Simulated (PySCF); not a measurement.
# C2H6O: the cost of one run

Computed with PySCF 2.14.0, with density-fitted response routines of our own, on a single molecule in the gas phase. Atoms are numbered from 0 throughout.

### Step 1. Starting geometry

9 atoms, charge 0, multiplicity 1; geometry from: MMFF94s. The atoms were then displaced at random by about 0.03 Å, so the start is not that level's minimum.

Bonds of the start (Å): C0–C1 1.44, C1–O2 1.38, C0–H3 1.03, C0–H4 1.17, C0–H5 1.07, C1–H6 1.10, C1–H7 1.10, O2–H8 1.06.

### Step 2. Geometry optimisation at PBE0-D3(BJ)/def2-SVP

The job: settings as JSON, then the geometry in Å.

```
{"job": {"xc": "PBE0", "basis": "def2-SVP", "d3": "d3bj", "grid": 1, "shake": 0.03, "kind": "geom"}, "charge": 0, "multiplicity": 1}
C     -0.793180     0.146850     0.254340
C      0.370110    -0.372120    -0.407930
O      1.470980     0.377350    -0.033270
H     -1.647860    -0.321030    -0.075710
H     -0.983370     1.255750    -0.067520
H     -0.788790     0.203650     1.326340
H      0.557040    -1.409170    -0.107290
H      0.356650    -0.297440    -1.506860
H      1.591160     0.346720     1.019490
```

Command:

```bash
OMP_NUM_THREADS=1 python probes_run.py task.json out
```

The driver reads the jobs from task.json and runs them one after another.

Q: Estimate the wall time and peak memory of this first job on 1 thread of Intel Xeon Platinum 8375C at 2.90GHz, shared host.

About 11 s, with a peak of 0.31 GiB.
